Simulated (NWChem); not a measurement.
System: ethane (C$_{2}$H$_{6}$); SMILES CC

Input file for NWChem:

```
start job
memory heap 200 mb stack 900 mb global 1100 mb
geometry units angstroms noautoz
  C      0.000000     0.000000     0.759558
  C      0.000000     0.000000    -0.759558
  H     -0.724029     0.724029     1.165167
  H      0.989042     0.265013     1.165167
  H     -0.265013    -0.989042     1.165167
  H     -0.989042    -0.265013    -1.165167
  H      0.724029    -0.724029    -1.165167
  H      0.265013     0.989042    -1.165167
end
basis spherical
  * library def2-tzvpd
end
dft
  xc b3lyp
  iterations 150
  mulliken
end
task dft energy
```

The geometry was optimised at PBE0/def2-SVP. B3LYP is NWChem's, with the RPA form of VWN correlation.

### Question
What results follow from this input? (B3LYP/def2-TZVPD.) Quantities: energy (Ha); highest occupied level (eV); orbital gap (eV).

### Answer
The energy (Ha) is -79.86, the highest occupied level (eV) comes out as -9.35 and the orbital gap (eV) is 9.57.
